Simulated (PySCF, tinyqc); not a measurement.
Worked calculation: coupled-perturbed Hartree-Fock on RHF in the sto-6g basis, for HF, spin multiplicity 1. The lowest restricted solution is unstable here: a spin-polarised one lies 0.0349 hartree lower (PySCF). One step of it, computed by the program tinyqc.

Problem. Response to a field: uncoupled start. Field along z; U_ai = -mu_ai / (e_a - e_i), alpha = -4 sum U_ai mu_ai.

orbital energies (hartree): MO1 -26.269477, MO2 -1.418746, MO3 -0.473493, MO4 -0.473493, MO5 -0.440480, MO6 0.256970

dipole integrals <a|z|i> (bohr):
```
           i1         i2        i3        i4        i5
a6  -0.040337  -0.131167  0.000000  0.000000  1.351341
```

Give: uncoupled U; uncoupled polarisability.

Solution.

uncoupled U:
```
        i1      i2      i3      i4       i5
a6  0.0015  0.0783  0.0000  0.0000  -1.9375
```

uncoupled polarisability = 10.5145 bohr^3
